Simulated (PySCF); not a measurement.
**Worked example for diphosphine: proton affinity at atom P1**

Structure: `PP` (H4P2). Coordinates in Å; atoms count from 1 in this order:
```
P    -0.9695   -0.5635    0.0039
P     0.9725    0.5649   -0.0180
H    -1.5307    0.2504    1.0376
H    -1.5509    0.2458   -1.0223
H     1.5542   -0.2449    1.0077
H     1.5334   -0.2487   -1.0522
```

These are calculated values, ωB97X-D3(BJ)/def2-TZVP in PySCF (grid level 2) at geometries from PBE0-D3(BJ)/def2-SVP. Zero-point and thermal terms (298.15 K, 1 bar) come from unscaled PBE0-D3(BJ)/def2-SVP harmonic frequencies, with soft modes damped to free rotors in the entropy.

Step: `P[PH3+]` → `PP` + H⁺.

```tsv
species	charge	multiplicity	E / Eh
P[PH3+]	1	1	-685.492453
PP	0	1	-685.161932
```

Thermal terms, products less reactant: Δ(H − E) = -21.41 kJ/mol, Δ(G − E) = -51.96 kJ/mol (the bare proton has no electronic energy, H = 5/2 RT). 1 Eh = 2625.50 kJ/mol.

What are ΔE, ΔH and ΔG of this step?

ΔE = 0.330521 Eh = 867.78 kJ/mol; ΔH = 846.4 kJ/mol; ΔG = 815.8 kJ/mol, all in the gas phase at 298.15 K and 1 bar. The digits show the arithmetic; the method itself can be off by 10 kJ/mol or more.
